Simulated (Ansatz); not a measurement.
# C₂H₅N (SMILES CC=N): one structure at several levels

An exercise on one series of results from a longer session: the logs are not shown, and one member is left open.

Computed with Ansatz 0.2.0, Gaussian basis. Level: single points in def2-TZVPP.

Correlated methods freeze the cores.

## Starting geometry

SMILES `CC=N`, 8 atoms, charge 0, spin multiplicity 1.

Atoms are counted from 1 here; the program's logs count them from 0.

Bond lengths: C1–C2 1.639 Å, C1–H4 1.154 Å, C1–H5 1.236 Å, C1–H6 0.875 Å, C2–N3 1.285 Å, C2–H7 1.072 Å, N3–H8 1.090 Å. Angles: C2–C1–H4 103.5°, C2–C1–H5 104.1°, C2–C1–H6 109.4°, H4–C1–H5 112.9°, H4–C1–H6 109.5°, H5–C1–H6 116.5°, C1–C2–N3 128.9°, C1–C2–H7 115.1°, N3–C2–H7 115.6°, C2–N3–H8 115.4°.

Coordinates:

```xyz
8
C2H5N
C    -0.4873    0.7120   -0.2640
C     0.6491   -0.1697    0.5224
N     0.8527   -1.4383    0.4886
H    -0.3085    0.4517   -1.3737
H    -1.5598    0.2735    0.1653
H    -0.3344    1.5642   -0.1362
H     1.3819    0.4036    1.0549
H     0.1562   -2.0079   -0.1272
```

The first run:

The input, run/in.yaml:

```yaml
crystal:
  periodic: [false, false, false]
  atoms:
    - {symbol: C, position_ang: [-0.487300, 0.712000, -0.264000]}
    - {symbol: C, position_ang: [0.649100, -0.169700, 0.522400]}
    - {symbol: N, position_ang: [0.852700, -1.438300, 0.488600]}
    - {symbol: H, position_ang: [-0.308500, 0.451700, -1.373700]}
    - {symbol: H, position_ang: [-1.559800, 0.273500, 0.165300]}
    - {symbol: H, position_ang: [-0.334400, 1.564200, -0.136200]}
    - {symbol: H, position_ang: [1.381900, 0.403600, 1.054900]}
    - {symbol: H, position_ang: [0.156200, -2.007900, -0.127200]}
basis:
  gaussian: {orbitals: def2-TZVPP}
correlation: {method: ccsd_t}
output: {forces: true}
```

No record of the launch command was kept for these runs.

Among the steps run: CCSD(T)/def2-TZVPP; PBE0-D4/def2-TZVPP; wB97M-V/def2-TZVPP; r2SCAN-D4/def2-TZVPP; PBE-D4/def2-TZVPP; LC-wPBE/def2-TZVPP; HSE06-D4/def2-TZVPP.

One table of the session follows, with a row left open; its other results are not shown here.

```
   method  RMS force component (eV/Å)  angle to CCSD(T) forces (°)  dipole (D)
  CCSD(T)                       4.623                    reference        2.18
  PBE0-D4                       4.650                          3.6        2.26
  wB97M-V                       4.600                          3.4        2.28
r2SCAN-D4                           ?                            ?           ?
   PBE-D4                       4.589                          2.4        2.15
  LC-wPBE                       4.713                          4.4        2.34
 HSE06-D4                       4.649                          3.6        2.25
```

**Question.** Estimate the row for r2SCAN-D4.

As computed: RMS force component (eV/Å): 4.586; angle to CCSD(T) forces (°): 2.9; dipole (D): 2.24. In the column «RMS force component (eV/Å)» it is the lowest.
